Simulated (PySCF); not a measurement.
Assignment exercise: C₄H₈O

Mapped SMILES: `[CH2:1]=[C:2]([CH3:3])[O:4][CH3:5]`. Hydrogens are named by the atom that carries them. Ha(C1) is cis to C3; Hb(C1) is trans to C3.

PySCF 2.14.0 with density-fitted response routines calculation with shieldings: GIAO PBE0/pcSseg-1, coordinates at the PBE0-D3(BJ)/def2-SVP level and J couplings at B3LYP/pcJ-1 (without the spin–dipole term); equivalent nuclei averaged, single conformer, no relativistic terms, no solvent model.

Shifts are taken against calculated references (same method and geometry level): ¹³C (σref 184.41), ¹H (σref 31.27) against TMS.

Task: Assign these signals to the numbered atoms. ¹³C{¹H} NMR (computed): δ 167.8, 83.1, 54.3, 23.2.

Result: 
| δ (ppm) | atoms | environment | reason |
| --- | --- | --- | --- |
| 167.8 | C2 | alkene carbon bearing oxygen | an sp2 carbon further deshielded by the attached heteroatom |
| 83.1 | C1 | β carbon of an enol-ether or enamine type C=C | the O or N lone pair pushes π density onto this β carbon and shields it |
| 54.3 | C5 | methyl carbon bonded to O | the inductive effect lowers its shielding |
| 23.2 | C3 | allylic methyl carbon | aliphatic region, no heteroatom directly attached |

Task: Assign these signals to the numbered atoms. ¹H NMR (300 MHz, computed): δ 3.92 (quint, J = 1.3 Hz, 1H), 3.74 (d, J = 1.6 Hz, 1H), 3.44 (s, 3H), 1.80 (d, J = 1.2 Hz, 3H).

Result: 
3.92 → Ha(C1), hydrogen on a β carbon of an enol-ether or enamine type C=C: lone-pair donation from O or N shields it, upfield of ordinary alkene protons
3.74 → Hb(C1), hydrogen on a β carbon of an enol-ether or enamine type C=C
3.44 → H(C5), hydrogen on a methyl carbon bonded to O: its carbon carries O, an electronegative neighbour
1.80 → H(C3), hydrogen on an allylic methyl carbon: allylic position

Splittings below 1 Hz are ignored in the labels, and close J values are merged. Shifts are as computed. Against solution values, carbons near 30 ppm lie about +2 ppm off and those near 130 ppm about +5 ppm. Of 1211 compounds with measured shifts, 218 miss one by over three times the rms of a fit or turn the order of signals round; such compounds aren't used in these exercises.
